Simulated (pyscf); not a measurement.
# Hydrogen abstraction: •O–PH₂ (SMILES [O]P) + SiH₄ (SMILES [SiH4]) → HO–PH₂ (SMILES OP) + SiH₃• (SMILES [SiH3])

Gas phase, doublet surface, charge 0. Bonds broken: Si3–H6. Bonds formed: O2–H6. Structures and frequencies: ωB97X-D3(BJ)/def2-SVP in PySCF. MP2 and CC: frozen core, UHF for open shells. ΔMP2 is the change of the MP2 total energy from the triple- to the quadruple-zeta basis.

Transition state (Å):

```xyz
9

P      1.0458     0.4453    -1.3869
O      1.3293     0.6563     0.1923
Si    -1.1861     0.2080     1.6044
H     -0.1186     1.2371    -1.6476
H      0.3532    -0.8059    -1.4594
H      0.3127     0.4963     1.0004
H     -1.5731    -1.1667     1.1726
H     -1.1993     0.3167     3.0906
H     -2.1054     1.2119     0.9937
```

One imaginary mode, 1623i cm⁻¹; descent along it reached the two sides named.

```
bond    change  reactant side (Å)  saddle  product side
------  ------  -----------------  ------  ------------
Si3–H6  breaks              1.485   1.641           2.7
O2–H6    forms                2.9   1.308         0.969
```

Electronic energies relative to the separated reactants (eV):

```
level                             barrier  reaction energy  reverse barrier
--------------------------------  -------  ---------------  ---------------
ωB97X-D3(BJ)/def2-TZVP               0.87            +0.40             0.48
PBE/def2-TZVP                        0.56            +0.41             0.16
r²SCAN/def2-TZVP                     0.70            +0.43             0.26
B3LYP-D3(BJ)/def2-TZVP               0.70            +0.41             0.29
PBE0-D3(BJ)/def2-TZVP                0.68            +0.30             0.38
M06-2X/def2-TZVP                     0.76            +0.13             0.63
ωB97M-D3(BJ)/def2-TZVP               0.85            +0.29             0.56
HF/def2-TZVP                         1.33            +0.16             1.17
MP2/def2-QZVPP                       1.21            +0.23             0.98
CCSD/def2-TZVPP                      1.00            +0.20             0.80
CCSD(T)/def2-TZVPP                   0.94            +0.25             0.69
CCSD(T)/def2-TZVPP + ΔMP2(QZVPP)     0.96            +0.28             0.69
```

With CCSD(T)/def2-TZVPP + ΔMP2(QZVPP) energies and thermal terms (ideal gas, 1 atm, RRHO with modes under 100 cm⁻¹ raised to 100, one conformer, R ln 2 for chiral ones without a mode under 150 cm⁻¹), in eV:

```tsv
T (K)	ΔH‡	ΔG‡	ΔH	ΔG
298	0.89	1.24	+0.34	+0.30
600	0.93	1.58	+0.35	+0.25
900	0.97	1.90	+0.35	+0.20
1200	1.01	2.20	+0.35	+0.14
```

•O–PH₂ lies 0.36 eV over its isomer HO–PH• (electronic energy, ωB97M-D3(BJ)/def2-TZVP). One saddle was located; it need not be the lowest between these sides. The angle at the transferred H is 163°. The CCSD(T) − MP2 part came from Ansatz, without density fitting, on the same reference.
